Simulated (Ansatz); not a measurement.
```yaml
crystal:
  periodic: [false, false, false]
  atoms:
    - {symbol: C, position_ang: [-2.676631, -0.858933, -0.300591]}
    - {symbol: C, position_ang: [0.025674, -0.252032, -0.259325]}
    - {symbol: C, position_ang: [2.343740, -0.402384, -0.935505]}
    - {symbol: F, position_ang: [4.059299, -1.428563, -2.405419]}
    - {symbol: C, position_ang: [2.000721, 1.435835, 1.091769]}
    - {symbol: H, position_ang: [-3.796960, 0.829337, -0.709049]}
    - {symbol: H, position_ang: [-3.292397, -1.569151, 1.540274]}
    - {symbol: H, position_ang: [-3.097786, -2.286076, -1.727870]}
    - {symbol: H, position_ang: [2.556357, 0.974482, 3.027192]}
    - {symbol: H, position_ang: [2.035017, 3.460731, 0.684195]}
basis:
  gaussian: {orbitals: aug-cc-pVDZ, fitting: {mean_field: def2-universal-jkfit}}
hamiltonian: {xc: {name: revPBE}, dispersion: d4}
output: {forces: true}
```

```sh
$ ansatz run in.yaml --threads 2 --pin off --events-out ev --progress --plain --max-ram 4352MiB
```

It prints (some lines left out):

```
Functional definition: revPBE
467 factors; integrals over basis functions are off by at most 5.7e-1 eV
mean field evaluation 1: about -6893.5631 eV, gradient 6.6e1 eV
mean field evaluation 2: about -6156.8305 eV, gradient 2.9e2 eV
mean field evaluation 4: about -6743.9871 eV, gradient 1.5e2 eV
mean field evaluation 8: about -6907.1884 eV, gradient 4.1e-1 eV
mean field evaluation 16: about -6907.3614 eV, gradient 2.2e-1 eV
mean field evaluation 32: about -6907.3701 eV, gradient 2.0e-6 eV
mean field -6907.37007867 eV, -253.8411684076 hartree, gradient 2.0e-6 eV, S^2 0.000000; 8 other end points of the search recorded, 0 dependent functions left out
reference -6907.37023286 eV, -253.8411740737 hartree; 19, 19 occupied and 141, 141 virtual orbitals, 467 factors
Total energy: -6907.82135141 eV, -253.8577523747 hartree
Atom 0 at    -2.676631    -0.858933    -0.300591 Å, force    -1.726715    -0.109574     0.027750 eV/Å
Atom 1 at     0.025674    -0.252032    -0.259325 Å, force     1.685699    -0.612181    -0.331510 eV/Å
Atom 2 at     2.343740    -0.402384    -0.935505 Å, force    -1.343366     0.381113     0.154558 eV/Å
Atom 3 at     4.059299    -1.428563    -2.405419 Å, force    -1.396420     0.773383     1.214249 eV/Å
Atom 4 at     2.000721     1.435835     1.091769 Å, force     0.439686     0.945441     0.883722 eV/Å
Atom 5 at    -3.796960     0.829337    -0.709049 Å, force     1.520717    -2.289869     0.542186 eV/Å
Atom 6 at    -3.292397    -1.569151     1.540274 Å, force     0.902766     0.954225    -2.494430 eV/Å
Atom 7 at    -3.097786    -2.286076    -1.727870 Å, force     0.645324     1.928811     1.927404 eV/Å
Atom 8 at     2.556357     0.974482     3.027192 Å, force    -0.835725     0.740419    -2.543009 eV/Å
Atom 9 at     2.035017     3.460731     0.684195 Å, force     0.108035    -2.711768     0.619081 eV/Å
Dipole moment:    -1.104137     0.552248     0.848976 e Å
```

In this input the coordinates are in bohr but typed as ångström. The run converged. The result belongs to that input, not to the molecule as meant.
